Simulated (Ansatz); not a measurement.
`C=C=C(C)F` + H₂ → `C=C=CC` + H–F at 298.15 K and 1 bar (hydrogenolysis of a C–F bond).

Gas-phase electronic energies from Ansatz, PBE0-D4/def2-TZVP geometries. CCSD(T)/CBS adds triple-zeta CCSD(T) − MP2 to the extrapolated MP2 energy (def2 sets, frozen cores). This one scheme is used for every species.

```json
{"species": "`C=C=C(C)F`", "CCSD(T)/CBS energy (Eh)": "-254.93710", "H − E (kJ/mol)": "218.8", "S (J/(mol·K))": "309.0"}
{"species": "H₂", "CCSD(T)/CBS energy (Eh)": "-1.17544", "H − E (kJ/mol)": "35.1", "S (J/(mol·K))": "130.4"}
{"species": "`C=C=CC`", "CCSD(T)/CBS energy (Eh)": "-155.75749", "H − E (kJ/mol)": "236.4", "S (J/(mol·K))": "289.7"}
{"species": "H–F", "CCSD(T)/CBS energy (Eh)": "-100.39570", "H − E (kJ/mol)": "33.5", "S (J/(mol·K))": "173.6"}
```

H − E and S are ideal-gas, rigid-rotor, harmonic terms from PBE0-D4/def2-TZVP. The MP2-based limit puts H₂ 0.8 mEh under its directly extrapolated value; such offsets cancel only in part. 1 Eh = 2625.50 kJ/mol, R = 8.31446 J/(mol·K).

Task: By hand: ΔE, ΔH, ΔS and ΔG.

Result: ΔE = (-155.75749) + (-100.39570) − (-254.93710) − (-1.17544) = -0.04065 Eh = -106.7 kJ/mol. Δ(H − E) = 236.4 + 33.5 − 218.8 − 35.1 = 16.0, so ΔH = -90.7 kJ/mol. ΔS = 289.7 + 173.6 − 309.0 − 130.4 = 23.9 J/(mol·K). ΔG = -90.7 − 298.15 × (23.9)/1000 = -97.8 kJ/mol.

Task: By hand: the equilibrium constant, and the temperature at which ΔG would vanish if ΔH and ΔS stayed fixed.

Result: log₁₀ K = −ΔG/(RT ln 10) = 17.1. ΔH and −TΔS have one sign here, so there is no such temperature.

ΔH outweighs TΔS. A doubt of 5 kJ/mol in ΔE shifts log₁₀ K by 0.9 here. These are equilibria of isolated gas molecules and say nothing of rates. Largest T1 diagnostic: 0.012 (customary marks: 0.02 for closed shells, 0.045 for open ones).
